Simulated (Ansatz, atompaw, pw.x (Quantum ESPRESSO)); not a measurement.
Si: one change to the PAW (atompaw) potential, in the atom and in the diamond crystal

- Element: silicon
- Generator: atompaw 4.2.0.5
- Type: PAW
- Functional: LDA (PW92)
- Relativity: scalar-relativistic
- Frozen core: [Ne]
- Valence charge: 4
- Reference configuration: 3s2 3p2
- Partial waves: 3s (bound): rc 2.00 bohr; 3s channel at 1.55 Ry: rc 1.40 bohr; 3p (bound): rc 2.00 bohr; 3p channel at 0.25 Ry: rc 2.00 bohr; 3d channel at 0.05 Ry: rc 2.00 bohr
- Local potential: bessel scheme, radius 1.90 bohr
- Core correction: smooth core density matched at 1.00 bohr
- Augmentation charge: besselshape compensation charge, radius 1.75 bohr; PAW radius 2.00 bohr; waves and projectors: custom rrkj vanderbiltortho

Change: local potential bessel scheme, radius 1.14 bohr.

Cutoffs, loose and tight: the cutoffs (Ry, on a coarse ladder) from which the occupation-weighted sum of valence levels, in a spherical-Bessel basis at the reference potential, stays within 10 and 1 mRy of its value at 400 Ry. They see the waves and projectors alone, not the compensation charge or the core.

Crystal test: diamond Si in pw.x 7.5, no spin, 9³ k-points, Fermi–Dirac smearing 0.01 Ry, cutoffs set for each file from its atomic test. The reference is all-electron LAPW (Ansatz 0.2.0) with the same functional, mesh and smearing; V0 and B0 come from Birch–Murnaghan fits to the pressures at five volumes. Errors are pseudo minus all-electron; Δ is the rms difference of the E(V) curves that follow from these fits, minima aligned, over ±6 % about the mean V0. Mesh and smearing are coarse, so the numbers serve the comparison and aren't converged zero-temperature values; the lattice is a test structure that the element need not adopt.

All-electron: a0 = 5.400 Å (V0 = 19.69 Å³/atom), B0 = 96.2 GPa.

Task: Does the change bring the crystal closer to the all-electron result?

Result: The mean pressure error goes from +0.27 to +0.12 GPa, so the change moves the solid closer to the all-electron pressures.

| quantity | base | changed |
| --- | --- | --- |
| outcome (atom) | generated | generated |
| cutoff, loose (atom) | 8 Ry | 8 Ry |
| cutoff, tight (atom) | 15 Ry | 15 Ry |
| bound ghosts (atom) | none | none |
| cutoffs in pw.x (Ry) | 40/400 | 40/400 |
| a0 (Å) | 5.405 | 5.402 |
| a0 error (%) | +0.09 | +0.04 |
| B0 error (%) | +0.3 | +0.4 |
| Δ (meV/atom) | 1.2 | 0.5 |
| mean pressure error (GPa) | +0.27 | +0.12 |

 The atomic cutoffs weigh occupied waves only.
